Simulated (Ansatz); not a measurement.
# Li₂ (charge +1): a comparison of methods with full CI

With the Python package of Ansatz (0.2.0).

The cells in order, each with its output:

In [1]:
```python
import warnings

import ansatz as az
```

In [2]:
```python
GEOMETRY = """
Li    0.00000    0.00000    0.00000
Li    0.00000    0.00000    2.67000
"""
```

In [3]:
```python
warnings.simplefilter("ignore", az.DeckWarning)
```

In [4]:
```python
mol = az.Crystal.molecule()
for line in GEOMETRY.strip().splitlines():
    symbol, *xyz = line.split()
    mol = mol.atom(symbol, [float(v) for v in xyz])
```

In [5]:
```python
setup = mol.calculation().basis(gaussian="cc-pVDZ").charge(1).spin("collinear", total=1).accuracy("medium")
exact = setup.correlation("fci").run(threads=1, pin="off").report
print(f"full CI {exact['free_energy_ev'] / 27.211386246:.7f} Ha over {exact['configurations']['states'][0]['n_determinants']} determinants")
print("natural occupations", [round(n, 4) for n in exact["configurations"]["natural_occupations"]])
print(f"hf       misses {1000 * (exact['reference_energy_ev'] - exact['free_energy_ev']) / 27.211386246:9.3f} mHa")
for method in ["mp2", "ccsd", "ccsd_t", "bccd_t"]:
    e = setup.correlation(method).run(threads=1, pin="off").report["free_energy_ev"]
    print(f"{method:8s} misses {1000 * (e - exact['free_energy_ev']) / 27.211386246:9.3f} mHa")
```
```text
full CI -14.7105457 Ha over 156622 determinants
natural occupations [1.9999, 1.9999, 0.9999, 0.0001, 0.0001, 0.0, 0.0, 0.0, 0.0, 0.0, 0.0, 0.0, 0.0, 0.0, 0.0, 0.0, 0.0, 0.0, 0.0, 0.0, 0.0, 0.0, 0.0, 0.0, 0.0, 0.0, 0.0, 0.0]
hf       misses     0.725 mHa
mp2      misses     0.042 mHa
ccsd     misses     0.001 mHa
ccsd_t   misses     0.000 mHa
bccd_t   misses     0.000 mHa
```

Notes:
- These settings explore the input space; basis and method may be short of convergence.
- Full CI is exact only within this small basis and its frozen core, at an unrelaxed geometry.
- The species is open-shell (spin multiplicity 2).
- The spin state was assumed, and another may lie lower.
- The whole script took 2.4 s on 1 thread of Arm Neoverse V2, on a shared host, peak memory 0.15 GiB.
